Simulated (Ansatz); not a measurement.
Basis-set extrapolation for C$_{4}$H$_{10}$S (`CC(C)CS`) (PBE0-D4/def2-TZVP geometry, frozen core, the Gaussian-basis code of Ansatz). Multiplicity 1, RHF reference.

|  | def2-TZVPP | def2-QZVPP |
| --- | --- | --- |
| HF | -554.898529 | -554.917383 |
| MP2 correlation | -0.890211 | -0.949923 |
| CCSD(T) correlation | -0.991664 | not run |

Energies in hartree. Use E(X) = E(∞) + A·exp(−7.88·√X) for Hartree–Fock and E(X) = E(∞) + B·X^(−2.97) for correlation, with X = 3 and 4, and add CCSD(T) minus MP2 of the smaller set to the MP2 limit.

Problem. What is the CCSD(T) energy at the basis-set limit?

Solution. HF limit: -554.917383 + (-0.018854) × 0.13774 = -554.91998. MP2 limit: -0.949923 + (-0.059712) × 0.74074 = -0.99415. Higher-order term: -0.991664 − (-0.890211) = -0.10145. Total: -556.01558 hartree, 329.2 kJ/mol below CCSD(T)/def2-TZVPP.
